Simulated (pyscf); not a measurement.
**Four-centre exchange: HO–AsH–OH + hydrogen (H₂) → HO–AsH–OH + hydrogen (H₂)**

Gas phase, singlet surface, charge 0. Bonds broken: As2–H5, H7–H8. Bonds formed: As2–H7, H5–H8. Structures and frequencies: ωB97X-D3(BJ)/def2-SVP in PySCF.

Transition state (Å):

```xyz
8

O     -2.3077    -0.1385     1.0136
As    -0.6631    -0.2389     0.3249
O     -1.2660     0.7096    -1.0678
H     -2.9092     0.3562     0.4365
H      0.5311    -1.0693    -0.8430
H     -0.5934     0.8801    -1.7388
H      1.0046     0.5507     0.0560
H      1.1160    -0.2127    -0.6605
```

One imaginary mode, 1558i cm⁻¹; descent along it reached the two sides named.

| bond | change | reactant side (Å) | saddle | product side |
|---|---|---|---|---|
| As2–H5 | breaks | 1.543 | 1.865 | 3.5 |
| H7–H8 | breaks | 0.761 | 1.053 | 3.9 |
| As2–H7 | forms | 3.5 | 1.865 | 1.543 |
| H5–H8 | forms | 4.0 | 1.053 | 0.761 |

Electronic energies relative to the separated reactants (eV):

| level | barrier | reaction energy | reverse barrier |
|---|---|---|---|
| ωB97X-D3(BJ)/def2-TZVP | 2.43 | 0.00 | 2.43 |
| PBE/def2-TZVP | 1.89 | 0.00 | 1.89 |
| r²SCAN/def2-TZVP | 2.07 | 0.00 | 2.07 |
| B3LYP-D3(BJ)/def2-TZVP | 2.23 | 0.00 | 2.23 |
| PBE0-D3(BJ)/def2-TZVP | 2.12 | 0.00 | 2.12 |
| M06-2X/def2-TZVP | 2.44 | 0.00 | 2.44 |
| ωB97M-D3(BJ)/def2-TZVP | 2.35 | 0.00 | 2.35 |
| HF/def2-TZVP | 3.36 | 0.00 | 3.36 |

With ωB97M-D3(BJ)/def2-TZVP energies and thermal terms (ideal gas, 1 atm, RRHO with modes under 100 cm⁻¹ raised to 100, one conformer, R ln 2 for chiral ones without a mode under 150 cm⁻¹), in eV:

| T (K) | ΔH‡ | ΔG‡ | ΔH | ΔG |
|---|---|---|---|---|
| 298 | 2.30 | 2.69 | 0.00 | 0.00 |
| 600 | 2.27 | 3.10 | 0.00 | 0.00 |
| 900 | 2.27 | 3.52 | 0.00 | 0.00 |
| 1200 | 2.29 | 3.93 | 0.00 | 0.00 |

The same reactants have a lower exit, to HO–AsH₂ + H₂O (barrier +2.13 eV at ωB97M-D3(BJ)/def2-TZVP, against +2.35 eV here). One saddle was located; it need not be the lowest between these sides. Elements up to Kr have no core potential and no relativistic terms here.
